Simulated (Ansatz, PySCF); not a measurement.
C₃H₇, SMILES C[CH]C, multiplicity 2. Atoms are numbered in the order given.

```xyz
10

C      1.2680     0.2484     0.1375
C      0.0451    -0.5338    -0.1549
C     -1.2967     0.0479     0.0774
H      2.1696    -0.3655     0.0947
H      1.2183     0.7127     1.1295
H      1.4064     1.0757    -0.5772
H      0.1299    -1.4446    -0.7365
H     -2.0890    -0.6985    -0.0042
H     -1.5288     0.8457    -0.6465
H     -1.3656     0.5115     1.0686
```
Charge 0, spin multiplicity 2.

Coordinates come from a PBE0-D3(BJ)/def2-TZVP optimisation. The isomer is the one that the SMILES or the coordinates give; other isomers of the formula were not compared.

Two levels are set side by side: PBE-D3(BJ)/def2-TZVP (Ansatz, a quantum-chemistry and plane-wave program) and PBE0-D3(BJ)/def2-TZVP (Ansatz). Each level has its own optimised geometry; the coordinates shown are those of the second. Frequencies come from the Hessian of PySCF at each geometry. Differences are taken from unrounded values.

```tsv
quantity	PBE0-D3(BJ)
mean bond length (Å)	1.181
bond C1–C2 (Å)	1.481
bond C2–C3 (Å)	1.481
bond C1–H4 (Å)	1.092
bond C1–H5 (Å)	1.096
bond C1–H6 (Å)	1.102
bond C2–H7 (Å)	1.084
bond C3–H8 (Å)	1.092
bond C3–H9 (Å)	1.102
bond C3–H10 (Å)	1.096
highest harmonic wavenumber (cm⁻¹)	3193
mean harmonic wavenumber (cm⁻¹)	1610
zero-point energy (kcal/mol)	55.24
```

Task: What does PBE-D3(BJ) give, and how far is it from PBE0-D3(BJ)? (An estimate is asked for; the answer gives what the named calculation found.)

Result: 
| quantity | PBE-D3(BJ) | PBE-D3(BJ) minus PBE0-D3(BJ) |
|---|---|---|
| mean bond length (Å) | 1.188 | 0.007 |
| bond C1–C2 (Å) | 1.485 | 0.005 |
| bond C2–C3 (Å) | 1.485 | 0.005 |
| bond C1–H4 (Å) | 1.099 | 0.007 |
| bond C1–H5 (Å) | 1.105 | 0.008 |
| bond C1–H6 (Å) | 1.111 | 0.009 |
| bond C2–H7 (Å) | 1.091 | 0.007 |
| bond C3–H8 (Å) | 1.099 | 0.007 |
| bond C3–H9 (Å) | 1.111 | 0.009 |
| bond C3–H10 (Å) | 1.105 | 0.008 |
| highest harmonic wavenumber (cm⁻¹) | 3110 | -83 |
| mean harmonic wavenumber (cm⁻¹) | 1561 | -49 |
| zero-point energy (kcal/mol) | 53.55 | -1.69 |

GGA bonds tend to be longer and softer than those of functionals with exact exchange. Differences between two approximate levels are no errors against the true value.
